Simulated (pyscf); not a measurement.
## Four-centre exchange: `[CH3][AlH][CH3]` + `[NH3]` → `[CH4]` + `[CH3][AlH][NH2]`

Gas phase, singlet surface, charge 0. Bonds broken: C1–Al2, N11–H12. Bonds formed: C1–H12, Al2–N11. Optimised with ωB97X-D3(BJ)/def2-SVP in PySCF.

Transition state (Å):

```xyz
14

C     -1.8432     0.7215     0.8478
Al     0.0605    -0.2960     0.5277
C     -0.0489    -1.2571    -1.1758
H     -2.1716    -0.3275     1.0041
H     -2.1351     1.2487     1.7701
H     -2.4504     1.0969     0.0082
H      0.4702    -0.9641     1.9124
H     -0.4386    -0.6173    -1.9867
H      0.9424    -1.6227    -1.4974
H     -0.7079    -2.1403    -1.1130
N      0.7067     1.5164     0.3665
H     -0.6108     1.3893     0.6093
H      1.2556     1.9596     1.1010
H      0.9634     1.9181    -0.5338
```

One imaginary mode, 1519i cm⁻¹; descent along it reached the two sides named, in the forms told below.

| bond | change | reactant side (Å) | saddle | product side |
|---|---|---|---|---|
| C1–Al2 | breaks | 1.984 | 2.182 | 3.1 |
| N11–H12 | breaks | 1.022 | 1.346 | 2.9 |
| C1–H12 | forms | 3.1 | 1.422 | 1.101 |
| Al2–N11 | forms | 2.088 | 1.931 | 1.782 |

Electronic energies relative to the separated reactants (kcal/mol):

```
level                   barrier  reaction energy  reverse barrier
----------------------  -------  ---------------  ---------------
ωB97X-D3(BJ)/def2-TZVP      3.5            -25.4             28.8
PBE/def2-TZVP               1.3            -24.7             26.0
r²SCAN/def2-TZVP            0.1            -26.3             26.4
B3LYP-D3(BJ)/def2-TZVP      4.1            -26.5             30.5
PBE0-D3(BJ)/def2-TZVP       1.2            -24.7             25.9
M06-2X/def2-TZVP            2.7            -27.0             29.7
ωB97M-D3(BJ)/def2-TZVP      4.7            -25.5             30.2
HF/def2-TZVP               20.0            -27.5             47.5
```

With ωB97M-D3(BJ)/def2-TZVP energies and thermal terms (ideal gas, 1 atm, RRHO with modes under 100 cm⁻¹ raised to 100, one conformer, R ln 2 for chiral ones without a mode under 150 cm⁻¹), in kcal/mol:

| T (K) | ΔH‡ | ΔG‡ | ΔH | ΔG |
|---|---|---|---|---|
| 298 | 3.2 | 14.4 | -25.2 | -23.9 |
| 600 | 3.5 | 25.7 | -25.4 | -22.4 |
| 900 | 4.2 | 36.7 | -25.5 | -20.9 |
| 1200 | 5.1 | 47.4 | -25.5 | -19.4 |

On the reactant side the descent ends in an adduct with a Al–N contact (not fully relaxed), 28.8 kcal/mol under the separated species and 32.3 kcal/mol under the saddle at ωB97X-D3(BJ)/def2-TZVP. What is counted as formed (Al–N) is already present as a longer contact in the reactant adduct; forming that adduct is a step of its own. At the saddle there is also a short Al–H contact that neither side keeps. This is the saddle that the search found; another between the same sides may lie lower.
